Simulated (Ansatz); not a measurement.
Z-matrix (Å, degrees):
```
Si
O 1 1.655
B 1 2.005 2 116.3
H 1 1.500 2 111.2 3 -120.2
H 1 1.486 2 105.0 3 123.8
H 2 0.958 1 117.3 3 44.7
H 3 1.197 1 119.0 2 169.2
H 3 1.197 1 124.0 2 -13.6
```

The species carries charge 0 and has multiplicity 1.

(1) List the CAM-B3LYP/def2-TZVPP orbital energies in eV (the Gaussian-basis code of Ansatz). (Estimate.)

Answers

(1) Computed: Occupied: -1801.06, -522.47, -186.12, -145.59, -100.95, -100.91, -100.89, -29.53, -17.66, -16.04, -14.04, -12.42, -11.98, -11.41, -10.42, -9.36. Lowest empty: -1.34, 1.09, 2.35, 2.67, 2.81, 3.62, 3.84, 4.15.
